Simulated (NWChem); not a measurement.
System: LiF; SMILES [Li][F]

```xyz
2

Li     0.0000     0.0000    -1.1463
F      0.0000     0.0000     0.3860
```
Atoms are numbered in this order, from 1.

Coordinates come from a PBE0/def2-SVP optimisation.

### Question
List the 4 lowest vertical singlet excitations from B3LYP/def2-SVPD, TDA (NWChem).

### Answer
```json
[
 {"state": "S1", "energy (eV)": "5.54", "oscillator strength": "0.022", "leading excitation (squared amplitude)": "HOMO → LUMO (0.99)"},
 {"state": "S2", "energy (eV)": "5.54", "oscillator strength": "0.022", "leading excitation (squared amplitude)": "HOMO−1 → LUMO (0.99)"},
 {"state": "S3", "energy (eV)": "5.90", "oscillator strength": "0.001", "leading excitation (squared amplitude)": "HOMO−2 → LUMO (0.99)"},
 {"state": "S4", "energy (eV)": "7.28", "oscillator strength": "0.000", "leading excitation (squared amplitude)": "HOMO−1 → LUMO+1 (0.44)"}
]
```
